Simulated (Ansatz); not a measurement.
# Structure relaxation of P

Level of theory: DFT PBEsol, scalar-relativistic, plane waves, PAW in Ansatz. Cutoff 420 eV, Γ-centred k mesh, Gaussian smearing, no spin polarisation in the final step.

P was placed on the samarium (9R) structure type (R-3m, No. 166), at a guessed volume.

```xyz
3
Lattice="1.7893 1.0331 8.6476 -1.7893 1.0331 8.6476 0.0000 -2.0661 8.6476" Properties=species:S:1:pos:R:3 pbc="T T T"
P     0.0000    0.0000    0.0000
P     0.0000    0.0000    5.7650
P     0.0000    0.0000   20.1778
```

Cell and atoms relax at zero pressure; the relaxation can't lower the symmetry of the start. After a coarse first stage the cell is made exact in the group found at 0.06 Å.

Energies count from the standard state of P at the same level.

(1) What does it relax into?

(2) What are its volume, energy, density and gap?

Results:

(1) It keeps R-3m (No. 166), but not the shape of the type it started on. Conventional cell: a = 3.289 Å, c = 13.967 Å. P on Wyckoff site a (1 atom of the primitive cell) has 6 P at 2.39 Å; around P on Wyckoff site c (2 atoms of the primitive cell) lie 3 P at 2.39 Å and 3 P at 2.57 Å.

Space group R-3m:H (No. 166). a = 3.289 Å, b = 3.289 Å, c = 13.967 Å, α = 90.00°, β = 90.00°, γ = 120.00°
```
atom site symmetry x y z
   P    3a       -3m  0.0000  0.0000  0.0000
   P    6c        3m  0.3333  0.6667  0.8955
```

(2) The volume per atom is 14.53 Å³. The density is 3.54 g/cm³. The energy over the standard structure is 0.19 eV/atom and the gap on the 18×18×18 mesh is 0 eV (a metal).

The final run used a 18×18×18 mesh on its 3-atom cell and 0.10 eV smearing. For metals, differences of a few meV/atom aren't resolved. A structure relaxed within its symmetry needn't be a true minimum. The steps took roughly 4 core-minutes in all.